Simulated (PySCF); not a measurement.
**B3LYP/STO-3G run of CClO+ (SMILES [O+]#CCl)**

What is the vertical singlet–triplet gap of CClO+ at B3LYP/STO-3G? The job is set up through a Python script.

The calculation is run with PySCF 2.14.0.

11 further runs of the same task are left out: 5 that didn't finish, 6 set aside as unsound or not needed.

## Step 1: The system as given

CClO+: 3 atoms, total charge +1, spin state singlet. SMILES: `[O+]#CCl`. Geometry: relaxed at GFN2-xTB.

Bond lengths: O1–C2 1.122 Å, C2–Cl3 1.528 Å. Angles: O1–C2–Cl3 179.7°.

## Step 2: A single-point energy at B3LYP/STO-3G

job.py

```python
from pyscf import gto, dft

system = gto.M(
    atom=[
    ('O', (-0.677350, 1.027910, -0.255880)),
    ('C', (-0.074560, 0.109500, -0.028570)),
    ('Cl', (0.751910, -1.137410, 0.284450)),
],
    basis='sto-3g',
    spin=0,
    max_memory=1860,
    charge=1,
    verbose=3,
)

mf = dft.RKS(system)
mf.xc = 'b3lyp'
mf.grids.level = 5
mf.conv_tol = 1e-10
mf.kernel()
if not mf.converged:
    mf = mf.newton().run(mf.mo_coeff, mf.mo_occ)

e_tot = mf.e_tot
print('E(%s) = %.9f' % ('B3LYP', e_tot))
```

On the command line:

```console
$ OMP_NUM_THREADS=1 python job.py
```

The log of the run:

```text
converged SCF energy = -566.604514141974
E(B3LYP) = -566.604514142
```

It took 2.2 s on 1 thread of Arm Neoverse V1, shared host; peak memory 0.19 GiB.

## Step 3: The triplet at the same level

job.py

```python
from pyscf import gto, dft

mol = gto.M(
    atom=[
    ('O', (-0.677350, 1.027910, -0.255880)),
    ('C', (-0.074560, 0.109500, -0.028570)),
    ('Cl', (0.751910, -1.137410, 0.284450)),
],
    basis='sto-3g',
    verbose=4,
    spin=2,
    charge=1,
    max_memory=1860,
)

calc0 = dft.UKS(mol)
calc0.xc = 'b3lyp'
calc0.conv_tol = 1e-10
calc0.grids.level = 5
calc0.kernel()
if not calc0.converged:
    calc0 = calc0.newton().run(calc0.mo_coeff, calc0.mo_occ)

e_final = calc0.e_tot
print(f'total energy: {e_final:.8f} hartree')
```

On the command line:

```console
$ OMP_NUM_THREADS=1 python job.py
```

The log of the run:

```text
PySCF version 2.14.0

[INPUT] num. atoms = 3
[INPUT] num. electrons = 30
[INPUT] charge = 1
[INPUT] spin (= nelec alpha-beta = 2S) = 2
[INPUT] symmetry False subgroup None
[INPUT] Mole.unit = angstrom
[INPUT] Symbol           X                Y                Z      unit          X                Y                Z       unit  Magmom
[INPUT]  1 O     -0.677350000000   1.027910000000  -0.255880000000 AA   -1.280005990474   1.942468380702  -0.483543120754 Bohr   0.0
[INPUT]  2 C     -0.074560000000   0.109500000000  -0.028570000000 AA   -0.140897979848   0.206925010640  -0.053989475379 Bohr   0.0
[INPUT]  3 Cl     0.751910000000  -1.137410000000   0.284450000000 AA    1.420903970322  -2.149393391342   0.537532596133 Bohr   0.0

nuclear repulsion = 85.1149874192231
number of shells = 11
number of NR pGTOs = 57
number of NR cGTOs = 19
basis = sto-3g
ecp = {}

[... 32 lines left out ...]
[... the frontier-level lines of each cycle are left out ...]
[... 1 line left out ...]
[... 1 line left out ...]
[... 5 lines left out ...]
[... 5 lines left out ...]
[... 5 lines left out ...]
[... 5 lines left out ...]
[... 5 lines left out ...]
[... 5 lines left out ...]
[... 5 lines left out ...]

cycle= 8 E= -566.340940510705  delta_E= -1.52e-07  |g|= 5.74e-05  |ddm|= 0.00161


cycle= 9 E= -566.340940534028  delta_E= -2.33e-08  |g|= 2.56e-05  |ddm|= 0.000828


cycle= 10 E= -566.340940536923  delta_E= -2.9e-09  |g|= 1.1e-05  |ddm|= 0.000274


cycle= 11 E= -566.340940537615  delta_E= -6.91e-10  |g|= 1.58e-06  |ddm|= 0.000177


cycle= 12 E= -566.340940537636  delta_E= -2.15e-11  |g|= 3.18e-07  |ddm|= 3.59e-05


Extra cycle  E= -566.340940537636  delta_E= -2.27e-13  |g|= 5.29e-07  |ddm|= 1.6e-06
converged SCF energy = -566.340940537636  <S^2> = 2.0018266  2S+1 = 3.0012175
total energy: -566.34094054 hartree
```

Wall time 4.8 s (1 thread of Arm Neoverse V1, shared host); peak memory 0.2 GiB.

## Step 4: Results

At B3LYP/STO-3G:

| quantity | value |
| --- | --- |
| singlet: total energy | -566.60451 Eh |
| singlet: HOMO energy | -18.44 eV |
| singlet: LUMO energy | -8.79 eV |
| singlet: HOMO–LUMO gap | 9.65 eV |
| triplet: total energy | -566.34094 Eh |
| triplet: HOMO energy (highest over α and β) | -11.45 eV |
| triplet: ⟨S²⟩ | 2.002 |
| vertical energy of the triplet above the singlet | 7.172 eV |

**Reading.** At this shape the triplet lies 7.17 eV (692 kJ/mol) above the singlet. In a minimal basis such a difference can be off by several eV, whatever the method. Mulliken charges (singlet) run from +0.12 on O1 to +0.47 on Cl3; they depend strongly on the basis.
